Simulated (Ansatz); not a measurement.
Basis-set extrapolation for C4H6O (`C=CC(=C)O`) (PBE0-D4/def2-TZVP geometry, frozen core, Ansatz). Multiplicity 1, RHF reference.

|  | def2-TZVPP | def2-QZVPP |
| --- | --- | --- |
| HF | -229.878961 | -229.889389 |
| MP2 correlation | -0.882125 | -0.942856 |
| CCSD(T) correlation | -0.955556 | not run |

Energies in hartree. Use E(X) = E(∞) + A·exp(−7.88·√X) for Hartree–Fock and E(X) = E(∞) + B·X^(−2.97) for correlation, with X = 3 and 4, and add CCSD(T) minus MP2 of the smaller set to the MP2 limit.

**Question.** What is the CCSD(T) energy at the basis-set limit?

**Answer.** HF limit: -229.889389 + (-0.010428) × 0.13774 = -229.89083. MP2 limit: -0.942856 + (-0.060731) × 0.74074 = -0.98784. Higher-order term: -0.955556 − (-0.882125) = -0.07343. Total: -230.95210 hartree, 308.7 kJ/mol below CCSD(T)/def2-TZVPP.
